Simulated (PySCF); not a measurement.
Computed properties of CH3NO, SMILES NC=O

CH₃NO, SMILES NC=O. Geometry: PBE0-D3(BJ)/def2-TZVP. The values are those of a single conformer. All values are computed for the isolated molecule unless a solvent is named; none is compared with measurement here.

**Structure.** The optimised structure has Cs symmetry. All 12 harmonic modes at PBE0-D3(BJ)/def2-TZVP (PySCF) are real, so it is a minimum. With heavy atoms numbered as in [NH2:1][CH:2]=[O:3], the shortest bond between them is C2–O3 at 1.206 Å and the longest N1–C2 at 1.351 Å.

**Vibrations.** The strongest infrared lines (harmonic, unscaled, degenerate partners summed) lie at 1832 cm⁻¹ (420 km/mol, C 62 %, O 30 %), 243 cm⁻¹ (217 km/mol, H 81 %, N 18 %), 1287 cm⁻¹ (100 km/mol, C 43 %, H 32 %, N 25 %). The softest mode is at 243 cm⁻¹ and the zero-point energy is 28.7 kcal/mol.

**Electronic structure.** PBE0/def2-TZVPD (PySCF) places the frontier levels at -7.66 and 0.15 eV, a gap of 7.81 eV, and gives a dipole moment of 3.95 D and a mean polarisability of 27.5 bohr³.

**Excitations.** TDDFT-B3LYP/def2-SVPD (PySCF) has S1 at 5.64 eV (220 nm, f = 0.001, dark); the most intense of the 10 singlets computed lies at 7.93 eV (f = 0.32). T1 (TDA) is at 5.12 eV. No vertical singlet excitation falls in the visible range (under 3.1 eV).

**NMR.** GIAO shifts at B3LYP/pcSseg-2 (PySCF) (non-relativistic, atoms alike by connectivity averaged): ¹³C at 165.6 ppm against TMS; ¹H from 4.7 to 8.4 ppm against TMS.
